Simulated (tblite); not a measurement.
C6H10 (charge -1 and doublet state).
Z-matrix (Å and degrees, GFN2-xTB geometry), rows numbered from 1:
```
C 
C   1  1.3782
C   2  1.4965  1  121.34
C   2  1.4983  1  122.79  3  -169.71
C   4  1.4973  2  104.35  1    97.91
C   5  1.3809  4  122.95  2    89.58
H   1  1.0821  2  121.98  3     6.93
H   1  1.0798  2  121.26  3   178.42
H   3  1.0917  2  111.52  1    -3.90
H   3  1.1005  2  109.86  1  -124.80
H   3  1.0998  2  111.70  1   116.97
H   4  1.0994  2  111.48  1  -143.13
H   4  1.0985  2  110.61  1   -22.23
H   5  1.0858  4  115.20  2   -68.60
H   6  1.0822  5  122.02  4  -162.53
H   6  1.0810  5  121.42  4    24.29
```

Calculated harmonic vibrations of the isolated species, GFN2-xTB (tblite), most abundant isotopes, no scaling. The method is semi-empirical: single wavenumbers can be off by several per cent or more. One conformer, not necessarily the lowest. Open shells enter through the occupations alone, without spin polarisation, and single modes of such species can be off by tens of per cent.

Harmonic wavenumbers (cm⁻¹): 116.7, 131.0, 194.5, 255.4, 341.3, 354.1, 387.4, 415.7, 438.0, 462.3, 487.3, 525.0, 739.3, 839.4, 893.5, 932.6, 963.1, 1010.0, 1038.8, 1083.5, 1184.2, 1238.0, 1270.4, 1281.0, 1382.8, 1403.8, 1422.4, 1475.1, 1490.6, 1509.8, 1530.8, 1609.8, 2801.4, 2840.8, 2853.5, 2858.5, 2965.4, 2983.8, 3005.4, 3016.1, 3030.0, 3047.9.

A = 5811, B = 2568, C = 2117 MHz; mass 82.078 u (most abundant isotopes); point group C1, symmetry number 1; spin multiplicity 2.

Q: What is the zero-point energy?

A: Half the sum of the wavenumbers: 28905 cm⁻¹ = 345.78 kJ/mol.

Q: Entropy at 273.15 K, 1 bar (ideal gas, RRHO, classical rotation)?

A: Translation 162.01, rotation 110.71, vibration 68.68, spin (R ln 2) 5.76: S = 347.2 J/(mol K).

Q: And Cp and H(273.15 K) − H(0)?

A: Cp = 124.64 J/(mol K), of which vibrations give 91.38 (their classical limit is 42 R = 349.2); H(273.15 K) − H(0) = 20.47 kJ/mol without the zero-point energy, 11.39 from vibrations.

Q: What must be added to the electronic energy to get the Gibbs energy at 273.15 K and 1 bar?

A: ZPE + [H(273.15 K) − H(0)] − T·S = 345.78 + 20.47 − 94.83 = 271.42 kJ/mol.

Q: How do the functions run with temperature in this model?

A: 
```tsv
T (K)	S (J/(mol K))	Cp (J/(mol K))	H − H(0) (kJ/mol)	G − H(0) (kJ/mol)	ln q(vib)
50	224.5	41.0	1.76	-9.46	0.06
100	258.5	59.9	4.27	-21.58	0.48
298.15	358.4	133.1	23.69	-83.18	3.71
373.15	391.0	157.4	34.60	-111.29	5.13
500	442.2	193.5	56.93	-164.18	7.58
750	531.4	246.2	112.34	-286.19	12.36
1000	607.4	282.2	178.66	-428.78	16.89
```

q(vib) and H(0) count from the zero-point level.

Q: Which modes carry the vibrational entropy at 273.15 K?

A: 116.7 cm⁻¹: 12.49; 131.0 cm⁻¹: 11.56; 194.5 cm⁻¹: 8.47; 255.4 cm⁻¹: 6.45; 341.3 cm⁻¹: 4.47; 354.1 cm⁻¹: 4.24 J/(mol K); the other 36 give 21.00 together.

Hindered rotation and anharmonicity are outside this model. Other conformers, if any are populated, would add a mixing term that is left out. The structure is chiral; the term R ln 2 for an equal mix with its mirror image is left out.
